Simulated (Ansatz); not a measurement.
This geometry of C₃H₅N (9 atoms, charge 0, multiplicity 1) is a first-order saddle point.

These are results of Ansatz 0.2.0, RKS B3LYP-D4/def2-SVP, not measurements.

```xyz
9
Properties=species:S:1:pos:R:3
N -0.340 1.092 -0.758
C 0.426 -0.008 -0.281
C -0.226 -1.236 0.281
C 0.361 -0.449 1.150
H -0.005 1.669 -1.513
H -1.234 1.313 -0.345
H 1.370 -0.093 -0.842
H -0.882 -2.090 0.110
H 0.529 -0.199 2.198
```

(1) Which two structures does it join? (They come from a converged band through this point; their orientation in space is the band's.)

(2) How far does it lie above each of them?

Results:

(1) No bond is made or broken. The height of N1 over the plane of its neighbours goes from 0.38 to -0.38 Å. The two ends are copies of one structure, up to a mirror image or an exchange of like atoms.

Image 0:

```xyz
9
Properties=species:S:1:pos:R:3
N -0.186 1.274 -0.660
C 0.473 0.059 -0.238
C -0.256 -1.176 0.232
C 0.315 -0.446 1.154
H -0.290 1.293 -1.676
H -1.124 1.331 -0.262
H 1.447 -0.043 -0.745
H -0.880 -2.033 -0.016
H 0.502 -0.258 2.211
```

Image 6:

```xyz
9
Properties=species:S:1:pos:R:3
N -0.397 0.985 -0.982
C 0.402 -0.039 -0.348
C -0.245 -1.219 0.291
C 0.321 -0.382 1.120
H 0.122 1.862 -1.044
H -1.239 1.172 -0.438
H 1.355 -0.169 -0.886
H -0.847 -2.115 0.138
H 0.527 -0.095 2.150
```

(2) 14.7 kJ/mol above the first and 14.8 kJ/mol above the second. This is the barrier of this one path; another mechanism may lie lower.

The run took 4.1 min on 1 thread of Arm Neoverse N1, on a shared host, peak memory 0.15 GiB.
